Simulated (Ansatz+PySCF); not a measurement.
**singlet C4H4S: levels of theory in one basis**

```xyz
9

S     0.0173    0.0127    1.2345
C     0.0123    1.2835   -0.0014
C     0.0243   -1.2787   -0.0046
C    -0.0442    0.7288   -1.2533
C    -0.0282   -0.7205   -1.3099
H    -0.0312    2.2681    0.3292
H     0.0128   -2.3308    0.2840
H    -0.0138    1.3308   -2.1240
H    -0.0149   -1.3732   -2.1729
```

Basis set: def2-SVP (spherical functions). Correlated methods keep 9 orbitals frozen. Charge 0, multiplicity 1.

Computed with Ansatz (development build ahead of 0.2.0); each method stands on the lowest determinant of its kind that the runs found. NEVPT2 correlates all electrons. Active spaces start from the frontier orbitals, and the lowest solution found is given.

```csv
method,E − E(RHF) (eV),<S²> of the determinant
RHF,0.00,0.00
UHF,-0.08,0.39
UHF-MP2,-17.28,0.39
"CASSCF(6,5)",-1.48,–
"SC-NEVPT2(6,5)",-18.55,–
```

Question: What does RHF-MP2 give on the same scale?

Answer: -17.98 eV.

Question: Is a single determinant a sound starting point here?

Answer: Only with care. Unrestricted orbitals gain 0.08 eV and <S²> is 0.39 against 0.00 for a pure state, so spin symmetry breaks but gains little energy; restricted orbitals can still serve. The CASSCF(6,5) natural occupations are 2.00, 1.94, 1.89, 0.11, 0.07.

Caution for UHF, UHF-MP2: the unrestricted determinant is spin contaminated. Caution for UHF-MP2: another reference gives a lower total. Caution for CASSCF(6,5), SC-NEVPT2(6,5): other starts end on other solutions of this active space.
